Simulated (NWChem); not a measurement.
System: LiF anion, doublet; SMILES of the neutral closed-shell parent [Li][F]

Here is an NWChem input.

```
start job
memory heap 200 mb stack 900 mb global 1100 mb
charge -1
geometry units angstroms
  Li     0.000000     0.000000    -1.285302
  F      0.000000     0.000000     0.353597
end
basis spherical
  Li library 6-31g*
  F library 6-31g*
end
dft
  odft
  mult 2
  xc hfexch
  iterations 150
end
driver
  maxiter 120
end
task dft optimize
task dft freq
```

Sets without diffuse functions describe the anion's extra electron poorly. This spin state was assumed; another may lie lower. No stability test was run on the SCF state. The highest occupied level is positive, so the extra electron may be held by the finite basis.

The level has its own optimisation; frequencies are unscaled.

Predict the main results of this run. (UHF/6-31G* (spherical d).) Quantities: r F–Li (Å); highest harmonic frequency (cm⁻¹); zero-point energy (kcal/mol).


- r F–Li (Å): 1.609
- highest harmonic frequency (cm⁻¹): 888
- zero-point energy (kcal/mol): 1.3
